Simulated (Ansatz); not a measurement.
For 2H-SiC, PBE-D4 (Ansatz, a first-principles code, PAW) gives:

| Quantity | Value |
|---|---|
| lattice constant a | 3.072 Å |
| lattice parameter c | 5.042 Å |
| enthalpy of formation | -0.283 eV/atom |

What does r²SCANh (Ansatz, PAW) give for the same quantities?


- lattice constant a: 3.070 Å (hardly moves)
- lattice parameter c: 5.038 Å (decreases by 0.1 %)
- formation enthalpy: -0.314 eV/atom (moves by -0.031 eV/atom)

For comparison: lattice constant a 3.076 Å (measured, room temperature, not corrected to a static lattice; as tabulated in Paulus et al. (1997), arXiv:cond-mat/9701136); lattice parameter c 5.048 Å (measured, room temperature, no zero-point or thermal correction; as tabulated in Paulus et al. (1997), arXiv:cond-mat/9701136).

Changes are worked out from the printed values.

Unless a cell is named, each level is at its own relaxed cell (PBE-D4 10.30, r²SCANh 10.28 Å³/atom).

Ansatz's density-functional and Hartree–Fock values are scalar-relativistic unless marked +SOC, with PAW data made under PBE.
